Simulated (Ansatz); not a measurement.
# 2H MoS2

The numbers are results of PBE-D4 (Ansatz, a program for electronic structure, PAW), not measurements.

Numerical settings: plane-wave cutoff 520 eV, 12×12×4 k mesh (along the axes of the cell as run), Fermi–Dirac smearing 0.01 eV, no spin polarisation, scalar-relativistic PAW data made under PBE.

Cell (relaxed at this level):

```
MoS2
1.0
    1.57686    -2.73121     0.00000
    1.57686     2.73121     0.00000
    0.00000     0.00000    12.16438
Mo S
2 4
Direct
  0.33333   0.66667   0.25000
  0.66667   0.33333   0.75000
  0.33333   0.66667   0.87861
  0.66667   0.33333   0.37861
  0.66667   0.33333   0.12139
  0.33333   0.66667   0.62139
```

| Item | Result |
|---|---|
| bulk modulus | 44.6 GPa |
| band gap | 0.81 eV |
| smallest direct gap on the k points sampled | 1.69 eV |
| direct gap at Γ | 2.09 eV |
| pressure derivative B′ of the bulk modulus | 12.4 |

Measured, for comparison: bulk modulus 53.4 ± 1 GPa (room temperature, not corrected to a static lattice; as tabulated in Equation of State Measurement of Molybdenum Disulfide, J. Phys. Chem. Solids 67 …). Computed (rounded) less measured: bulk modulus -16 %.

Note: the bulk modulus comes from volumes at which shape and atoms were relaxed.

Spin–orbit coupling is not included.

The result took about 5 core-minutes (a rough figure).
